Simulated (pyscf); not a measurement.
H₂N–Sn(NH₂)(NH₂)–NH₂ (SMILES [NH2][Sn]([NH2])([NH2])[NH2]) + H• (SMILES [H]) -> •HN–Sn(NH₂)(NH₂)–NH₂ (SMILES [NH][Sn]([NH2])([NH2])[NH2]) + H₂ (SMILES [H][H]) (hydrogen abstraction; doublet surface; H–N broken, H–H formed). Single points on ωB97X-D3(BJ)/def2-SVP structures (PySCF, gas phase). Rate constants from transition-state theory, ωB97M-D3(BJ)/def2-TZVP energies (ideal gas, 1 atm, RRHO with modes under 100 cm⁻¹ raised to 100, one conformer, R ln 2 for chiral ones without a mode under 150 cm⁻¹; no tunnelling), k in cm³ molecule⁻¹ s⁻¹.

```tsv
T (K)	1000/T	log10 k
298	3.354	-19.96
600	1.667	-15.17
900	1.111	?
1200	0.833	-12.59
```

Question: Fit an Arrhenius line to the three values, give the activation energy, and predict k at 900 K.

Answer: Least squares gives log10 k = -10.23 − 2.91 × 1000/T, so Ea = 2.91 × ln 10 × 1.987 = 13.3 kcal/mol, against an electronic barrier of 13.6. At 900 K the line gives -13.46; the computed value is -13.49 (ΔG‡ = 32.3 kcal/mol), close to the line. One saddle was located; it need not be the lowest between these sides. The angle at the transferred H is 155°. Elements past Kr carry the def2 core potentials, without spin-orbit coupling.
